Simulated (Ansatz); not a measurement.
Two isomers of C3H5N: A = `C=C=CN`, B = `CC=C=N`.

Calculated with Ansatz (gas phase, PBE0-D4/def2-TZVP geometries, no zero-point term in ΔE). CCSD(T)/CBS is the MP2 limit (def2-TZVPP, def2-QZVPP) plus CCSD(T) − MP2 in def2-TZVPP, frozen cores. DFT in def2-TZVPP. B3LYP here is the variant with VWN-RPA as its local correlation; programs differ in this. Each species was taken in one conformer, which may not be the lowest.

A:

```xyz
9

C     0.062    0.316    1.851
C     0.128   -0.108    0.623
C     0.162   -0.567   -0.601
N    -0.445    0.004   -1.723
H     0.841    0.940    2.284
H    -0.774    0.063    2.500
H     0.649   -1.521   -0.787
H     0.105   -0.088   -2.564
H    -0.728    0.963   -1.583
```

B:

```xyz
9

C    -0.478    0.350   -1.157
C     0.292    0.532    0.116
C     0.285   -0.325    1.101
N     0.179   -1.067    2.066
H     0.190    0.316   -2.023
H    -1.055   -0.575   -1.141
H    -1.175    1.178   -1.313
H     0.905    1.419    0.244
H     0.856   -1.828    2.108
```

Q: Which isomer does CCSD(T)/CBS put lower? Give the gap. (Estimate.)

A: Computed: B, by 10.7 kcal/mol.

Q: Give E(B) − E(A) in kcal/mol with HF/def2-TZVPP, B3LYP, B2PLYP, CCSD(T)/def2-TZVPP, r2SCAN-D4, CCSD(T)/def2-SVP, PBE-D4. (Best estimate.)

A: Computed: HF/def2-TZVPP -12.2, B3LYP -11.2, B2PLYP -12.0, CCSD(T)/def2-TZVPP -11.7, r2SCAN-D4 -12.2, CCSD(T)/def2-SVP -12.9, PBE-D4 -11.5. None reverses the order clearly.

Q: Does the order hold for the free energy at 298.15 K (harmonic terms from PBE0-D4)? (An estimate is asked.)

A: Ansatz gave: Yes: G(B) − G(A) = -11.2 kcal/mol, for one conformer each.

Largest T1 diagnostic: 0.013.

Leaving LDA and LC-ωPBE aside and taking each functional with its dispersion term where it has one, the values, not all of them listed here, spread over 1.4 kcal/mol, from B97M-V to CAM-B3LYP-D4. LDA lies +1.6 kcal/mol from PBE without D4. At CCSD(T), def2-SVP lies −2.2 kcal/mol from the extrapolated value and def2-TZVPP −1.0 kcal/mol.
